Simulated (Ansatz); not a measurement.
C₄H₆O, SMILES `C#COCC`, relaxed with RKS PBE-D4/def2-SVP in the Gaussian-basis code of Ansatz from a rough embedded geometry. The force threshold is 0.03 eV/Å; the program also tests the step.

The species carries charge 0 and has multiplicity 1.

Start:

```xyz
11

C     1.923   -1.246    1.263
C     0.813   -0.984    1.024
O    -0.498   -0.767    0.846
C    -0.757    0.534    0.289
C    -0.669    0.436   -1.233
H     2.966   -1.453    1.418
H    -1.729    0.829    0.594
H    -0.050    1.266    0.690
H     0.352    0.180   -1.578
H    -1.381   -0.254   -1.643
H    -0.970    1.458   -1.669
```

| step | energy (eV) | largest force (eV/Å) | largest move (Å) |
| --- | --- | --- | --- |
| 1 | -6277.4941 | 5.331 | 0.000 |
| 2 | -6277.8323 | 0.642 | 0.071 |
| 3 | -6277.8588 | 0.240 | 0.049 |
| 4 | -6277.8625 | 0.460 | 0.098 |
| 5 | -6277.8690 | 0.187 | 0.030 |
| 6 | -6277.8726 | 0.052 | 0.058 |
| 7 | -6277.8731 | 0.020 | 0.029 |

End:

```xyz
11

C     1.940   -1.281    1.131
C     0.762   -0.953    1.066
O    -0.498   -0.630    1.021
C    -0.820    0.591    0.292
C    -0.609    0.438   -1.202
H     2.974   -1.580    1.198
H    -1.881    0.780    0.544
H    -0.205    1.417    0.710
H     0.452    0.213   -1.429
H    -1.237   -0.378   -1.611
H    -0.879    1.380   -1.720
```

Run time 7 s (4 threads of a server CPU on a shared host); peak host memory 0.16 GiB.
